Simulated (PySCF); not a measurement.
# A PySCF run on O₂

State: triplet, unpaired electrons π ↑↑.

An equivalent input (the run itself took its basis sets from the Basis Set Exchange, started from a PBE0 density and held the occupation σ 5α 5β, πx 2α 1β, πy 2α 1β):

```python
from pyscf import gto, scf, cc
mol = gto.M(atom='O 0 0 0; O 0 0 1.195', basis={'O': 'def2-TZVPPD'},
            charge=0, spin=2, verbose=4, symmetry='C2v')
mf = scf.UHF(mol)
mf.irrep_nelec = {'A1': (5, 5), 'B1': (2, 1), 'B2': (2, 1)}
mf.conv_tol = 1e-9
mf.max_cycle = 60
mf.diis_space = 10
mf.kernel()
mycc = cc.CCSD(mf, frozen=[[0, 1, 78, 79], [0, 1, 78, 79]])
mycc.run(conv_tol=1e-7, conv_tol_normt=1e-5, max_cycle=80, diis_space=8)
et = mycc.ccsd_t()
```

The SCF ended at -149.68608859 hartree. The coupled-cluster part of the log:

```
******** <class 'pyscf.cc.uccsd.UCCSD'> ********
CC2 = 0
CCSD nocc = (7, 5), nmo = (76, 76)
frozen orbitals [[0, 1, 78, 79], [0, 1, 78, 79]]
max_cycle = 80
direct = 0
conv_tol = 1e-07
conv_tol_normt = 1e-05
diis_space = 8
diis_start_cycle = 0
diis_start_energy_diff = 1e+09
Init t2, MP2 energy = -0.430427972627132
Init E_corr(UCCSD) = -0.430427972628213
cycle = 1  E_corr(UCCSD) = -0.417135615254557  dE = 0.0132923574  norm(t1,t2) = 0.0815959
cycle = 2  E_corr(UCCSD) = -0.4326702103519  dE = -0.0155345951  norm(t1,t2) = 0.0244081
cycle = 3  E_corr(UCCSD) = -0.43178069710432  dE = 0.000889513248  norm(t1,t2) = 0.011462
cycle = 4  E_corr(UCCSD) = -0.433778106164344  dE = -0.00199740906  norm(t1,t2) = 0.00513237
cycle = 5  E_corr(UCCSD) = -0.433679098902066  dE = 9.90072623e-05  norm(t1,t2) = 0.000772674
cycle = 6  E_corr(UCCSD) = -0.433652741811993  dE = 2.63570901e-05  norm(t1,t2) = 0.000189818
cycle = 7  E_corr(UCCSD) = -0.433665438474255  dE = -1.26966623e-05  norm(t1,t2) = 6.27317e-05
cycle = 8  E_corr(UCCSD) = -0.433665493666074  dE = -5.5191819e-08  norm(t1,t2) = 1.1155e-05
cycle = 9  E_corr(UCCSD) = -0.433664989182595  dE = 5.0448348e-07  norm(t1,t2) = 3.62094e-06
cycle = 10  E_corr(UCCSD) = -0.433665019422976  dE = -3.02403815e-08  norm(t1,t2) = 9.8851e-07
UCCSD converged
E(UCCSD) = -150.1197536077637  E_corr = -0.4336650194229763
UCCSD(T) correction = -0.0175588364405919
```

T1 diagnostic 0.017, D1 0.042, 12 electrons correlated, 2 of the virtual orbitals (those above 20 hartree) left out.

Repeating this along the bond gives Re = 1.212 Å and ωe = 1581 cm⁻¹.

A point of this curve took 30 CPU seconds beside 0.27 for the integrals, on Intel Xeon Platinum 8259CL @ 2.50GHz (shared host).

Correlated steps freeze 2 core orbitals. The state is the lowest determinant that a PBE0 search found; another state may lie lower at other levels.
